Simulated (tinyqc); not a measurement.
Inside a calculation. Method: CIS and TDHF on RHF in the sto-3g basis, frozen core, for H2F+, spin multiplicity 1. One step of it, computed by the program tinyqc.

Problem. TDHF (RPA) triplet states. B(ia,jb) = - (ib|ja); the squared energies are the eigenvalues of (A - B)(A + B); 1 hartree = 27.211386 eV.

CIS matrix A, triplet (hartree), lower triangle:
```
           2>6        2>7       3>6       3>7       4>6       4>7       5>6       5>7
2>6   1.558598
2>7   0.000000   1.694872
3>6   0.000000   0.100852  0.725566
3>7   0.100852   0.000000  0.000000  0.834243
4>6  -0.071027   0.000000  0.000000  0.040089  0.609627
4>7   0.000000  -0.009298  0.040089  0.000000  0.000000  0.719327
5>6   0.000000   0.000000  0.000000  0.000000  0.000000  0.000000  0.549170
5>7   0.000000   0.000000  0.000000  0.000000  0.000000  0.000000  0.000000  0.669297
```

Two-electron integrals over orbitals (pq|rs), unique and non-zero (hartree); the lowest 1 orbital is frozen and left out:
```
(22|22) 0.862341    (32|32) 0.162864    (33|22) 0.770139    (33|33) 0.755743
(42|22) 0.016581    (42|33) -0.003876   (42|42) 0.155795    (43|32) 0.002699
(43|43) 0.048146    (44|22) 0.817041    (44|33) 0.728682    (44|42) -0.094808
(44|44) 0.922337    (52|52) 0.179067    (53|53) 0.039190    (54|52) -0.038001
(54|54) 0.057648    (55|22) 0.877573    (55|33) 0.757808    (55|42) -0.048570
(55|44) 0.847256    (55|55) 0.997514    (62|22) 0.155545    (62|33) 0.097989
(62|42) 0.036004    (62|44) 0.113401    (62|55) 0.161716    (62|62) 0.084321
(63|32) -0.025481   (63|43) -0.015329   (63|63) 0.063937    (64|22) 0.123121
(64|33) 0.075541    (64|42) -0.005633   (64|44) 0.135279    (64|55) 0.128014
(64|62) 0.060537    (64|64) 0.062653    (65|52) 0.057233    (65|54) 0.003790
(65|65) 0.029242    (66|22) 0.597793    (66|33) 0.572864    (66|42) 0.071027
(66|44) 0.548781    (66|55) 0.567217    (66|62) 0.061453    (66|64) 0.030771
(66|66) 0.556575    (72|32) -0.057174   (72|43) 0.026815    (72|63) -0.030399
(72|72) 0.054286    (73|22) -0.190827   (73|33) -0.158553   (73|42) 0.061251
(73|44) -0.201880   (73|55) -0.221947   (73|62) -0.075992   (73|64) -0.074693
(73|66) -0.022485   (73|73) 0.157568    (74|32) 0.061417    (74|43) -0.013087
(74|63) -0.037050   (74|72) -0.011820   (74|74) 0.049923    (75|53) -0.025250
(75|75) 0.019891    (76|32) -0.100852   (76|43) -0.040089   (76|63) 0.076055
(76|72) -0.009922   (76|74) -0.058026   (76|76) 0.153229    (77|22) 0.632715
(77|33) 0.635385    (77|42) 0.009298    (77|44) 0.610277    (77|55) 0.618287
(77|62) 0.051925    (77|64) 0.029433    (77|66) 0.552032    (77|73) -0.071865
(77|77) 0.596355
```

Give: TDHF matrix B, triplet; squared energies w^2; TDHF energies from the positive w^2.

Solution.

TDHF matrix B, triplet (hartree), lower triangle:
```
        2>6     2>7     3>6     3>7     4>6     4>7     5>6     5>7
2>6  -0.084
2>7   0.000  -0.054
3>6   0.000   0.076  -0.064
3>7   0.030   0.000   0.000  -0.158
4>6  -0.061   0.000   0.000   0.037  -0.063
4>7   0.000   0.012   0.075   0.000   0.000  -0.050
5>6   0.000   0.000   0.000   0.000   0.000   0.000  -0.029
5>7   0.000   0.000   0.000   0.000   0.000   0.000   0.000  -0.020
```

squared energies w^2 (hartree^2): 0.301  0.339  0.437  0.448  0.572  0.667  2.476  2.898

TDHF energies from the positive w^2 (eV): 14.922  15.846  17.991  18.204  20.581  22.227  42.821  46.327
